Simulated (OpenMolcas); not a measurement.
# NH⁺ at 1.105 Å: OpenMolcas input and output

Input (each module block was a call of its own in one work directory; start orbitals came from a preliminary run):

```
&GATEWAY
Coord
2
angstrom
N 0.0 0.0 0.0
H 0.0 0.0 1.1050
Basis=ANO-RCC-VTZP
Group=XY
RX2C
AMFI
ANGMom
0.0 0.0 0.0
RICD
&SEWARD
&GUESSORB
* RASSCF and CASPT2 blocks for each multiplicity and irrep, as for the first:
&RASSCF
FileOrb=$CurrDir/o41.orb
Symmetry=1
Spin=4
nActEl=5 0 0
Inactive=1 0
RAS2=3 2
CIRoot=1 1 1
Linear
Iterations=120 100
OrbListing=Nothing
PRWF=0.15
>>COPY $Project.RasOrb $CurrDir/o41.orb
>>COPY $Project.rasscf.h5 $CurrDir/r41.h5
&CASPT2
XMultistate=all
Imaginary=0.2
IPEA=0.25
MaxIter=40
>>COPY $Project.JobMix JOB001
&RASSI
Nr of JobIphs=3 1 4 4
1
1 2 3 4
1 2 3 4
SpinOrbit
EJob
Omega
MEES
MESO
Properties=4
'AngMom' 3 'Mltpl  1' 1 'Mltpl  1' 2 'Mltpl  1' 3
Thrs=1.0d-4
>>COPY $Project.rassi.h5 $CurrDir/so.h5
```

```bash
pymolcas m.inp
```

C2 symmetry about the axis (a holds Σ, Δ, Γ; b holds Π, Φ, H; Σ⁺ and Σ⁻ are not told apart); roots by multiplicity and irrep: 4a 1, 2b 4, 2a 4.

RASSI part of the output, in excerpt:

```
SPIN-FREE ENERGIES:
  (Shifted by EMIN (a.u.) =        -54.6762743294)
 SF State       Relative EMIN(au)   Rel lowest level(eV)    D:o, cm**(-1)      Abs_M
     2             0.0000000000        0.0000000000              0.0000         1.0
     3             0.0000000031        0.0000000834              0.0007         1.0
     1             0.0033034651        0.0898918635            725.0268         0.0
     6             0.1103929308        3.0039446801          24228.4478         2.0
     7             0.1103949561        3.0039997906          24228.8923         2.0
     8             0.1106415653        3.0107103671          24283.0167         0.0
     9             0.1649058799        4.4873175932          36192.6572         0.0
     4             0.2776092920        7.5541336710          60928.1970         1.0
     5             0.2776092954        7.5541337639          60928.1978         1.0
++ Dipole transition strengths (spin-free states):
     for osc. strength at least  1.00000000E-05
      From   To        Osc. strength     Einstein coefficients Ax, Ay, Az (sec-1)    Total A (sec-1)
         2    6       1.21469431E-03  1.09649502E+04  4.64655379E+05  0.00000000E+00  4.75620329E+05
         2    7       1.21471388E-03  4.64679869E+05  1.09655731E+04  0.00000000E+00  4.75645442E+05
         2    8       1.14191302E-03  4.07915442E+02  4.48730840E+05  0.00000000E+00  4.49138756E+05
         2    9       3.55762962E-03  3.10544459E+06  3.00549877E+03  0.00000000E+00  3.10845008E+06
         2    5       7.08882469E-04  0.00000000E+00  0.00000000E+00  1.75530717E+06  1.75530717E+06
         3    6       1.21468875E-03  4.64653166E+05  1.09649593E+04  0.00000000E+00  4.75618125E+05
         3    7       1.21471376E-03  1.09655433E+04  4.64679824E+05  0.00000000E+00  4.75645368E+05
         3    8       1.14191865E-03  4.48733033E+05  4.07910903E+02  0.00000000E+00  4.49140944E+05
         3    9       3.55762951E-03  3.00549865E+03  3.10544438E+06  0.00000000E+00  3.10844988E+06
         3    4       7.08882390E-04  0.00000000E+00  0.00000000E+00  1.75530689E+06  1.75530689E+06
         6    4       7.69329790E-04  6.90303386E+05  8.60391185E+02  0.00000000E+00  6.91163777E+05
         6    5       7.69342909E-04  8.60426964E+02  6.90315165E+05  0.00000000E+00  6.91175592E+05
         7    4       7.69327037E-04  8.60359874E+02  6.90284202E+05  0.00000000E+00  6.91144562E+05
         7    5       7.69327025E-04  6.90284184E+05  8.60395749E+02  0.00000000E+00  6.91144580E+05
         8    4       9.73255607E-03  8.65358319E+06  6.41358023E+04  0.00000000E+00  8.71771900E+06
         8    5       9.73254320E-03  6.41358583E+04  8.65357197E+06  0.00000000E+00  8.71770783E+06
         9    4       1.41948675E-05  3.75520811E+01  5.75561900E+03  0.00000000E+00  5.79317108E+03
         9    5       1.41948700E-05  5.75562041E+03  3.75520690E+01  0.00000000E+00  5.79317248E+03
 Electric-quadrupole - electric-quadrupole not included
 Electric-dipole - electric-octupole not included
 Electric-dipole - magnetic-quadrupole not included
   Eigenvalues of complex Hamiltonian:
  (Shifted by EMIN (a.u.) =        -54.6762743294)
 SO State       Relative EMIN(au)   Rel lowest level(eV)    D:o, cm**(-1)      Omega
     1            -0.0001767084        0.0000000000              0.0000         0.5
     2            -0.0001767084        0.0000000000              0.0000         0.5
     3             0.0001634274        0.0092555678             74.6512         1.5
     4             0.0001634274        0.0092555678             74.6512         1.5
     5             0.0033058106        0.0947641704            764.3246         0.5
     6             0.0033058106        0.0947641704            764.3246         0.5
     7             0.0033130590        0.0949614074            765.9154         1.5
     8             0.0033130590        0.0949614074            765.9154         1.5
     9             0.1103929458        3.0087535683          24267.2341         2.1
    10             0.1103929458        3.0087535683          24267.2341         2.1
    11             0.1103949713        3.0088086848          24267.6786         2.1
    12             0.1103949713        3.0088086848          24267.6786         2.1
    13             0.1106407701        3.0154972093          24321.6252         0.5
    14             0.1106407701        3.0154972093          24321.6252         0.5
    15             0.1649072849        4.4921643037          36231.7486         0.5
    16             0.1649072849        4.4921643037          36231.7486         0.5
    17             0.2774332838        7.5541527237          60928.3507         1.5
    18             0.2774332838        7.5541527237          60928.3507         1.5
    19             0.2777860083        7.5637508453          61005.7648         0.5
    20             0.2777860083        7.5637508453          61005.7648         0.5
 Weights of the five most important spin-orbit-free states for each spin-orbit state.
 SO State  Total energy (au)           Spin-free states, spin, and weights
    1        -0.000177       2 0.5  0.4996    3 0.5  0.4996    1 1.5  0.0009    9 0.5  0.0000    8 0.5  0.0000
    2        -0.000177       2 0.5  0.4996    3 0.5  0.4996    1 1.5  0.0009    9 0.5  0.0000    8 0.5  0.0000
    3         0.000163       3 0.5  0.4985    2 0.5  0.4984    1 1.5  0.0031    6 0.5  0.0000    7 0.5  0.0000
    4         0.000163       3 0.5  0.4985    2 0.5  0.4984    1 1.5  0.0031    6 0.5  0.0000    7 0.5  0.0000
    5         0.003306       1 1.5  0.9991    2 0.5  0.0004    3 0.5  0.0004    9 0.5  0.0000    5 0.5  0.0000
    6         0.003306       1 1.5  0.9991    2 0.5  0.0004    3 0.5  0.0004    9 0.5  0.0000    5 0.5  0.0000
    7         0.003313       1 1.5  0.9969    3 0.5  0.0016    2 0.5  0.0016    4 0.5  0.0000    5 0.5  0.0000
    8         0.003313       1 1.5  0.9969    3 0.5  0.0016    2 0.5  0.0016    4 0.5  0.0000    5 0.5  0.0000
    9         0.110393       6 0.5  0.9999    7 0.5  0.0001    3 0.5  0.0000    2 0.5  0.0000    4 0.5  0.0000
   10         0.110393       6 0.5  0.9999    7 0.5  0.0001    3 0.5  0.0000    2 0.5  0.0000    4 0.5  0.0000
   11         0.110395       7 0.5  0.9999    6 0.5  0.0001    3 0.5  0.0000    2 0.5  0.0000    4 0.5  0.0000
   12         0.110395       7 0.5  0.9999    6 0.5  0.0001    3 0.5  0.0000    2 0.5  0.0000    4 0.5  0.0000
   13         0.110641       8 0.5  1.0000    9 0.5  0.0000    2 0.5  0.0000    3 0.5  0.0000    5 0.5  0.0000
   14         0.110641       8 0.5  1.0000    9 0.5  0.0000    2 0.5  0.0000    3 0.5  0.0000    5 0.5  0.0000
   15         0.164907       9 0.5  1.0000    8 0.5  0.0000    1 1.5  0.0000    4 0.5  0.0000    5 0.5  0.0000
   16         0.164907       9 0.5  1.0000    8 0.5  0.0000    1 1.5  0.0000    4 0.5  0.0000    5 0.5  0.0000
   17         0.277433       4 0.5  0.5000    5 0.5  0.5000    7 0.5  0.0000    6 0.5  0.0000    1 1.5  0.0000
   18         0.277433       4 0.5  0.5000    5 0.5  0.5000    7 0.5  0.0000    6 0.5  0.0000    1 1.5  0.0000
   19         0.277786       5 0.5  0.5000    4 0.5  0.5000    9 0.5  0.0000    8 0.5  0.0000    1 1.5  0.0000
   20         0.277786       5 0.5  0.5000    4 0.5  0.5000    9 0.5  0.0000    8 0.5  0.0000    1 1.5  0.0000
++ Dipole transition strengths (SO states):
        for osc. strength at least   1.00000000E-05
      From   To        Osc. strength     Einstein coefficients Ax, Ay, Az (sec-1)    Total A (sec-1)
         1   10       1.19770375E-03  2.35232545E+05  2.35237738E+05  0.00000000E+00  4.70470283E+05
         1   12       1.23397008E-03  2.42368950E+05  2.42364876E+05  0.00000000E+00  4.84733826E+05
         1   14       1.15632193E-03  2.28125274E+05  2.28128187E+05  0.00000000E+00  4.56253461E+05
         1   16       3.53931221E-03  1.54957861E+06  1.54955063E+06  0.00000000E+00  3.09912925E+06
         1   20       7.19154650E-04  0.00000000E+00  0.00000000E+00  1.78527972E+06  1.78527972E+06
         2    9       1.19770375E-03  2.35232545E+05  2.35237737E+05  0.00000000E+00  4.70470283E+05
         2   11       1.23397008E-03  2.42368950E+05  2.42364876E+05  0.00000000E+00  4.84733826E+05
         2   13       1.15632193E-03  2.28125274E+05  2.28128187E+05  0.00000000E+00  4.56253461E+05
         2   15       3.53931221E-03  1.54957861E+06  1.54955064E+06  0.00000000E+00  3.09912925E+06
         2   19       7.19154650E-04  0.00000000E+00  0.00000000E+00  1.78527972E+06  1.78527972E+06
         3    9       1.22701390E-03  2.39512883E+05  2.39509918E+05  0.00000000E+00  4.79022801E+05
         3   11       1.19099572E-03  2.32487216E+05  2.32491274E+05  0.00000000E+00  4.64978490E+05
         3   13       1.12354889E-03  2.20304994E+05  2.20299881E+05  0.00000000E+00  4.40604875E+05
         3   15       3.56203690E-03  1.55308020E+06  1.55310795E+06  0.00000000E+00  3.10618815E+06
         3   17       7.15488222E-04  0.00000000E+00  0.00000000E+00  1.76733422E+06  1.76733422E+06
         4   10       1.22701390E-03  2.39512884E+05  2.39509918E+05  0.00000000E+00  4.79022801E+05
         4   12       1.19099572E-03  2.32487216E+05  2.32491274E+05  0.00000000E+00  4.64978490E+05
         4   14       1.12354889E-03  2.20304994E+05  2.20299881E+05  0.00000000E+00  4.40604875E+05
         4   16       3.56203690E-03  1.55308020E+06  1.55310795E+06  0.00000000E+00  3.10618815E+06
         4   18       7.15488222E-04  0.00000000E+00  0.00000000E+00  1.76733422E+06  1.76733422E+06
         7   15       1.09033729E-05  4.57396554E+03  4.57397695E+03  0.00000000E+00  9.14794249E+03
         8   16       1.09033728E-05  4.57396566E+03  4.57397678E+03  0.00000000E+00  9.14794244E+03
         9   17       7.80296798E-04  3.49771082E+05  3.49770328E+05  0.00000000E+00  6.99541410E+05
         9   19       7.58363553E-04  3.41369941E+05  3.41382475E+05  0.00000000E+00  6.82752416E+05
        10   18       7.80296798E-04  3.49771082E+05  3.49770328E+05  0.00000000E+00  6.99541410E+05
        10   20       7.58363553E-04  3.41369940E+05  3.41382475E+05  0.00000000E+00  6.82752416E+05
        11   17       7.57368598E-04  3.39481500E+05  3.39488156E+05  0.00000000E+00  6.78969656E+05
        11   19       7.81302945E-04  3.51697129E+05  3.51690529E+05  0.00000000E+00  7.03387658E+05
        12   18       7.57368598E-04  3.39481504E+05  3.39488152E+05  0.00000000E+00  6.78969656E+05
        12   20       7.81302945E-04  3.51697126E+05  3.51690533E+05  0.00000000E+00  7.03387659E+05
        13   17       9.72672838E-03  4.34715593E+06  4.34706715E+06  0.00000000E+00  8.69422308E+06
        13   19       9.73816866E-03  4.37061294E+06  4.37069041E+06  0.00000000E+00  8.74130335E+06
        14   18       9.72672838E-03  4.34715593E+06  4.34706715E+06  0.00000000E+00  8.69422308E+06
        14   20       9.73816866E-03  4.37061295E+06  4.37069040E+06  0.00000000E+00  8.74130335E+06
        15   17       1.18706272E-05  2.41465687E+03  2.41471115E+03  0.00000000E+00  4.82936802E+03
        15   19       1.67300335E-05  3.42456497E+03  3.42450926E+03  0.00000000E+00  6.84907423E+03
        16   18       1.18706272E-05  2.41465687E+03  2.41471115E+03  0.00000000E+00  4.82936802E+03
        16   20       1.67300335E-05  3.42456497E+03  3.42450926E+03  0.00000000E+00  6.84907423E+03
 Electric-quadrupole - electric-quadrupole not included
 Electric-dipole - electric-octupole not included
 Electric-dipole - magnetic-quadrupole not included
```

Only roots inside an energy window near the equilibrium distance were included, so the list of states is not complete; labels number the states computed. Each spin and symmetry block has orbitals of its own, averaged over its own roots, so gaps between blocks are less sure than gaps within one and near the minimum can be off by tenths of an eV, in bad cases by more. No Rydberg orbitals are active, so Rydberg states, and σ→σ* states whose orbital the CASSCF left unused, can be missing between those listed. No roots were computed in block 4b (none fell in the window or the block failed), so states of that kind are missing and can lie low or lowest.
